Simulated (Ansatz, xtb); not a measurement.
**C5H10: which of two isomers lies lower**

Structure X is `CC=C(C)C`, a singlet and structure Y is `C/C=C/CC`, a singlet. Both are isolated molecules in the gas phase, relaxed with B3LYP/6-31G*, each in the lowest conformer that the search found.

X (Å):

```xyz
15

C    -2.1521   -2.2058   -0.9007
C    -1.6543   -1.5808    0.3728
C    -0.4033   -1.2163    0.6943
C     0.8000   -1.3714   -0.2040
C    -0.1014   -0.5976    2.0396
H    -1.3627   -2.3674   -1.6397
H    -2.6241   -3.1778   -0.7005
H    -2.9224   -1.5774   -1.3692
H    -2.4288   -1.4094    1.1226
H     1.2720   -0.3967   -0.3920
H     1.5650   -1.9971    0.2772
H     0.5637   -1.8195   -1.1719
H     0.6329   -1.1972    2.5965
H     0.3389    0.4035    1.9264
H    -1.0002   -0.5039    2.6575
```

Y (Å):

```yaml
atoms:
  - { symbol: C, position_ang: [-2.0273, -2.2614, -1.6441] }
  - { symbol: C, position_ang: [-0.9325, -1.5596, -0.8910] }
  - { symbol: C, position_ang: [-1.0042, -1.1591, 0.3815] }
  - { symbol: C, position_ang: [0.0944, -0.4646, 1.1410] }
  - { symbol: C, position_ang: [0.5639, -1.2589, 2.3723] }
  - { symbol: H, position_ang: [-2.9119, -2.4154, -1.0164] }
  - { symbol: H, position_ang: [-1.6957, -3.2433, -2.0089] }
  - { symbol: H, position_ang: [-2.3356, -1.6873, -2.5288] }
  - { symbol: H, position_ang: [-0.0130, -1.3688, -1.4486] }
  - { symbol: H, position_ang: [-1.9223, -1.3522, 0.9424] }
  - { symbol: H, position_ang: [0.9452, -0.2805, 0.4722] }
  - { symbol: H, position_ang: [-0.2585, 0.5232, 1.4743] }
  - { symbol: H, position_ang: [-0.2673, -1.4445, 3.0635] }
  - { symbol: H, position_ang: [0.9737, -2.2315, 2.0776] }
  - { symbol: H, position_ang: [1.3398, -0.7134, 2.9219] }
```

Question: Which of the two would you expect CCSD(T)/def2-SVP + ΔMP2/def2-TZVPP electronic energies to favour?

Answer: Structure X; the calculation gives E(Y) − E(X) = +8.5 kJ/mol.

The same difference at several levels:

```tsv
level	geometry	E(Y) − E(X) (kJ/mol)	departure from the last row (kJ/mol)	job, with rough time for the two
GFN2-xTB	GFN2-xTB	+10.5	+2.0	optimisation, 0.1 s
HF/STO-3G	GFN2-xTB	+5.2	−3.4	single point, 0.32 s
r2SCAN-D4/def2-SVP	GFN2-xTB	+11.7	+3.2	single point, 2.4 s
B3LYP/6-31G*	B3LYP/6-31G*	+8.1	−0.4	optimisation, 29 s
HF/def2-SVP	B3LYP/6-31G*	+2.6	−5.9	part of the CCSD(T) run
MP2/def2-SVP	B3LYP/6-31G*	+8.3	−0.2	part of the CCSD(T) run
CCSD(T)/def2-SVP	B3LYP/6-31G*	+7.0	−1.5	single point
CCSD(T)/def2-SVP + ΔMP2/def2-TZVPP	B3LYP/6-31G*	+8.5		single point, 33 s
```

As drawn, both hold the same kinds of bond in the same numbers. Structure X has 3 methyl groups, Y 2.

None of the levels shown reverses the order. The largest departure from CCSD(T)/def2-SVP + ΔMP2/def2-TZVPP is that of HF/def2-SVP, 5.9 kJ/mol. The last row adds to CCSD(T) the change of the MP2 difference between the two basis sets, here +1.5 kJ/mol.

With harmonic frequencies from B3LYP/6-31G* (ideal gas, rigid rotor, one conformer each, 298.15 K, 1 atm): on the last row, ΔE + ΔZPE = +9.8, ΔH = +9.5, ΔG = +9.7 kJ/mol.

Tabulated enthalpies of formation at 298 K are −41.7 kJ/mol for X (CRC Handbook of Chemistry and Physics) and −31.9 kJ/mol for Y (CRC Handbook of Chemistry and Physics), a difference of +9.8 kJ/mol. Calculated less tabulated ΔH, with the same thermal term: GFN2-xTB +1.6, HF/STO-3G −3.7, r2SCAN-D4/def2-SVP +2.9, B3LYP/6-31G* −0.7, HF/def2-SVP −6.2, MP2/def2-SVP −0.6, CCSD(T)/def2-SVP −1.9, CCSD(T)/def2-SVP + ΔMP2/def2-TZVPP −0.3 kJ/mol. Handbook values carry no stated uncertainty.

The correlated steps freeze 5 core orbitals. Mirror images aren't counted in ΔG. Programs: Ansatz 0.2.0, xtb 6.7.1; the last row on 2 threads of Intel(R) Xeon(R) Platinum 8488C (Sapphire Rapids) on a shared host.
